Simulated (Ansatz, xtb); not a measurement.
**Isomers of C3H6FNO in order of energy**

3 gas-phase structures of C3H6FNO, from a drawn sample of its isomers (lower ones may exist). Each was relaxed with GFN2-xTB; where two conformers were screened, the lower at r2SCAN-D4/def2-SVP is listed:

A. `N/C(=C\O)CF`, a singlet
B. `N/C(=C/O)CF`, a singlet
C. `[H]/N=C(/CO)CF`, a singlet

Task: Which do you expect lowest at r2SCAN-D4/def2-SVP, and how would the others follow?

Result: Calculated order at r2SCAN-D4/def2-SVP: C (0.0), A (1.3), B (3.4) kcal/mol.

Energies above the lowest of each column, in kcal/mol; the last columns are at B3LYP/def2-SVP geometries:

```
structure  GFN2-xTB  HF/STO-3G  r2SCAN-D4/def2-SVP  B3LYP/def2-SVP  CCSD(T)/def2-SVP + ΔMP2/def2-TZVPP
        C       2.0        0.0                 0.0             1.4                                 0.0
        A       0.3        7.1                 1.3             0.0                                 0.3
        B       0.0        6.1                 3.4             4.6                                 5.9
```

CCSD(T)/def2-SVP + ΔMP2/def2-TZVPP puts C lowest, with A within 1 kcal/mol; GFN2-xTB picks B. Flexible structures stand in one conformer each, not always the lowest. Frequencies (GFN2-xTB) were run for B, C alone. ΔMP2 is the change of the MP2 energy from the smaller to the larger basis.

Programs: Ansatz 0.2.0, xtb 6.7.1.
